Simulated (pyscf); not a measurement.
A first-order saddle from PySCF, ωB97X-D3(BJ)/def2-SVP:

```xyz
16

Si    -0.0864    -0.4057     0.5235
Si     0.1472     1.7100     1.4399
Si    -2.3656    -0.8903     0.5041
Si     0.6156    -0.1697    -1.6873
H      0.7565    -1.4133     1.2353
H      0.3819     2.9886     0.2878
H      1.6084     1.9538     1.7050
H     -0.5153     2.1133     2.7047
H     -2.9852    -0.2327    -0.6797
H     -2.5734    -2.3659     0.3933
H     -3.0195    -0.4080     1.7538
H      2.0754     0.1349    -1.7589
H      0.3357    -1.4046    -2.4768
H     -0.1429     0.9706    -2.2815
F     -1.5323     2.1093     0.4523
H     -0.5262     2.7880     0.1435
```

Surface: singlet, charge 0. Lowest wavenumbers (cm⁻¹): 1144i, 46, 81, 91, 97.

Problem. Which two sides does it connect, and which bonds change?

Solution. H₃Si–SiH(SiH₃)–SiH₃ + hydrogen fluoride (HF) ⇌ F–SiH₂–SiH(SiH₃)–SiH₃ + hydrogen (H₂), a four-centre exchange read from left to right: H–Si, F–H broken and F–Si, H–H formed. At ωB97M-D3(BJ)/def2-TZVP it lies +126.3 kJ/mol from the left side and +226.1 kJ/mol from the right (each side as separated species at their lowest minima found). At the saddle there is also a short H–Si contact that neither side keeps. This is the saddle that the search found; another between the same sides may lie lower.
